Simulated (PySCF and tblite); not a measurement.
Results of a calculation; reference values are marked as such.
Molecule: C5H10, numbered as in [CH2:1]1[CH2:2][CH2:3][CH2:4][CH2:5]1.

The ring 1–2–3–4–5 is held at Altona–Sundaralingam phase angles P (ν_j = ν_max cos(P + 144°(j − 2)), ν_j about the bond from ring atom j to j + 1, counted from 0) and the rest relaxed at GFN2-xTB. Energies: BP86/pcSseg-1 + D3(BJ). (tblite 0.8, PySCF 2.14.)

Give the DFT energy and dipole along the phase angle P.


```
phase angle P °  E kcal/mol  dipole D  amplitude °
              0        0.02      0.02           42
             36        0.01      0.02           42
             72        0.02      0.02           42
            108        0.00      0.02           42
            144        0.02      0.02           42
            180        0.02      0.02           42
            216        0.00      0.02           42
            252        0.01      0.02           42
            288        0.00      0.02           42
            324        0.01      0.02           42
```

How free is the pseudorotation?

The sampled points span 0.02 kcal/mol, from P = 216° to P = 144°; RT at 298 K is 0.59 kcal/mol, so it is nearly free.
